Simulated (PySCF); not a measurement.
79-35-6, C2Cl2F2, SMILES FC(F)=C(Cl)Cl, point group C2v.

Level: KT3/6-311G** in PySCF (density fitting, grid level 2); geometry and Hessian at that level, cubic constants and property derivatives from steps of ±0.6 along each species' dimensionless normal coordinates, second-order vibrational perturbation theory. The parent has the commonest isotopes.

Equilibrium geometry (Å):

```json
{"atom": "F1", "x": "-1.6666", "y": "0.5633", "z": "-0.4572"}
{"atom": "C2", "x": "-0.6937", "y": "-0.1131", "z": "0.1126"}
{"atom": "F3", "x": "-1.1492", "y": "-1.0246", "z": "0.9437"}
{"atom": "C4", "x": "0.6034", "y": "0.1003", "z": "-0.1243"}
{"atom": "Cl5", "x": "1.8081", "y": "-0.8297", "z": "0.6652"}
{"atom": "Cl6", "x": "1.1105", "y": "1.3118", "z": "-1.2263"}
```

Task: Give the equilibrium and ground-state rotational constants (MHz) of parent; ¹³C at 4.

Result: 
```csv
species,Ae,Be,Ce,A0,B0,C0,Δ0 (u Å²),harmonic ZPE (cm⁻¹)
parent,2573.5,2193.1,1184.1,2564.5,2183.3,1178.6,0.252,4014
¹³C at 4,2573.5,2192.5,1183.9,2564.7,2182.9,1178.5,0.251,3968
```

Δ0 = Ic − Ia − Ib from the ground-state constants.

Task: How is the parent's vibrational correction B0 − Be made up?

Result: 
```csv
axis,harmonic,Coriolis,cubic,total (MHz)
a,2.48,-0.946,-10.6,-9.02
b,2.19,-0.396,-11.5,-9.75
c,0.282,-0.129,-5.6,-5.44
```

Task: And its quartic centrifugal distortion constants from the harmonic force field?

Result: Asymmetric top, A reduction, IIIr representation: ΔJ = 0.508 kHz, ΔJK = -1.12 kHz, ΔK = 0.639 kHz, δJ = 0.0164 kHz, δK = -0.726 kHz.

Task: Which nuclear quadrupole couplings χaa, χbb, χcc (MHz) does the parent show, at equilibrium and averaged?

Result: 35Cl at 5: 7.8, -42.7, 34.9 and 7.7, -42.4, 34.7; 35Cl at 6: 7.7, -42.6, 34.9 and 7.6, -42.3, 34.7.

A mode lies under 250 cm⁻¹, where this perturbation treatment is rough.
